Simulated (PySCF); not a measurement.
## `C1=C(F)NC=C1`, C₄H₄FN

Geometry (Å), atoms numbered from 1 in this order:
```xyz
10

F     2.5547    0.0550   -0.2667
C     1.2236    0.1224   -0.1812
C     0.3771    1.2108   -0.0705
C    -0.9482    0.6648   -0.0218
C    -0.8514   -0.7170   -0.1036
N     0.4936   -1.0374   -0.2013
H     0.6791    2.2620   -0.0309
H    -1.8803    1.2348    0.0638
H    -1.6188   -1.4973   -0.1010
H     0.8944   -1.9714   -0.2745
```

Computed with PySCF 2.14.0, UKS PBE/def2-SVP four-point reorganisation energy, gas phase. Geometry: PBE/def2-SVP.

(1) What is the inner reorganisation energy for hole transfer, with the ionisation energy?

Results:

(1) λ = 0.214 (surface of the oxidised species) + 0.216 (surface of the starting species) = 0.430 eV. The ionisation energy is 8.14 eV vertical and 7.93 eV adiabatic without zero-point energy; at the relaxed geometry of the oxidised species the two energies differ by 7.71 eV. Largest bond changes: C4–C5 1.388 → 1.438 Å, C2–C3 1.383 → 1.433 Å, F1–C2 1.335 → 1.287 Å, C3–C4 1.434 → 1.386 Å, C5–N6 1.386 → 1.368 Å. ⟨S²⟩ of the relaxed oxidised species 0.756.
